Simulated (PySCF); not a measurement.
**Which determinant of BO lies lowest?**

Unrestricted PBE0; basis B 6-311G(d,p), O 6-311G(d,p); no relativity; PySCF 2.14. Outer shells of the fragments: B 2s2 2p1; O 2s2 2p4.

Followed along the bond (rough minima from three points):

```
2Ms+1   unpaired  ⟨S²⟩ at the start  R at minimum (Å)  Te (eV)
    2        σ ↑               0.77              1.20     0.00
    4  σ ↑, π ↑↑               3.75              1.41     5.59
```

Solutions found at the starting distance of 1.415 Å, counted from the lowest of them; the search is not exhaustive and high or unbound solutions are not listed, so other states can lie among these:

```csv
2Ms+1,unpaired,term,E (eV),⟨S²⟩,⟨Lz²⟩,μ (D)
2,σ ↑,²Σ⁺,0.00,0.77,0.00,-2.74
2,π ↑,²Π,1.71,0.75,1.01,0.85
4,"σ ↑, π ↑↑",mixed,4.24,3.75,2.00,-0.58
4,"σ ↑, π ↑↑",mixed,4.72,3.75,2.00,-0.72
2,"σ ↑, π ↑↓",mixed,4.93,1.75,2.01,-0.80
4,"σ ↑↑, π ↑",⁴Π,7.06,3.76,1.00,-0.32
4,π ↑↑↑,⁴Π,9.29,3.77,1.00,4.47
```

A term symbol is given only where ⟨S²⟩ and ⟨Lz²⟩ are close to those of a pure state; real π, δ and φ orbitals otherwise mix terms. A positive dipole means B(−)O(+).

Task: Compare the gap between the two lowest followed solutions at the starting distance with the gap between their minima.

Result: At PBE0 the second solution (quartet, unpaired electrons σ ↑, π ↑↑) lies +4.24 eV from the first (doublet, unpaired electrons σ ↑) at 1.415 Å and +5.59 eV at the minima; the two curves relax by different amounts, since their minima lie near 1.41 and 1.20 Å.

Counting both spins, an empty level lies below a filled one in some of these solutions, because spin and occupation are held.
